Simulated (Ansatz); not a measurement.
This geometry of C4H5FS (11 atoms, charge 0, multiplicity 1) is a first-order saddle point.

Theory: Ansatz, RKS PBE0-D4/def2-SVP.

```xyz
11
Properties=species:S:1:pos:R:3
C -1.105 -1.181 -0.197
C -0.195 -0.187 -0.116
C 0.144 0.498 -1.348
S 1.330 1.760 -1.303
C 0.446 0.189 1.191
F -0.024 -0.577 2.221
H -1.408 -1.751 0.685
H -1.541 -1.417 -1.170
H 0.628 1.290 -2.476
H 1.542 0.066 1.121
H 0.248 1.253 1.413
```

**Question.** Which two structures does it join? (They come from a converged band through this point; their orientation in space is the band's.)

**Answer.** Bonds broken: C3–H9. Bonds formed: S4–H9.

Initial state:

```xyz
11
Properties=species:S:1:pos:R:3
C -1.015 -1.046 -0.347
C -0.097 -0.082 -0.148
C 0.374 0.715 -1.268
S 1.476 1.909 -1.179
C 0.463 0.200 1.215
F -0.085 -0.633 2.152
H -1.378 -1.652 0.486
H -1.414 -1.241 -1.346
H -0.079 0.454 -2.238
H 1.559 0.071 1.203
H 0.263 1.249 1.493
```

Final state:

```xyz
11
Properties=species:S:1:pos:R:3
C -1.149 -1.256 -0.106
C -0.249 -0.248 -0.106
C 0.004 0.365 -1.404
S 1.164 1.581 -1.344
C 0.423 0.170 1.175
F -0.008 -0.567 2.246
H -1.408 -1.792 0.811
H -1.622 -1.535 -1.049
H 1.171 1.934 -2.657
H 1.518 0.053 1.081
H 0.220 1.238 1.374
```

**Question.** How far does it lie above each of them?

**Answer.** 79.3 kcal/mol above the first and 28.7 kcal/mol above the second. This is the barrier of this one path; another mechanism may lie lower. The orbitals stay closed-shell, which can raise the energy where a bond breaks towards radicals; this wasn't checked here.

Time of the run: 4.6 min on 2 threads of Arm Neoverse V1, with other jobs on the host, peak memory 0.27 GiB.
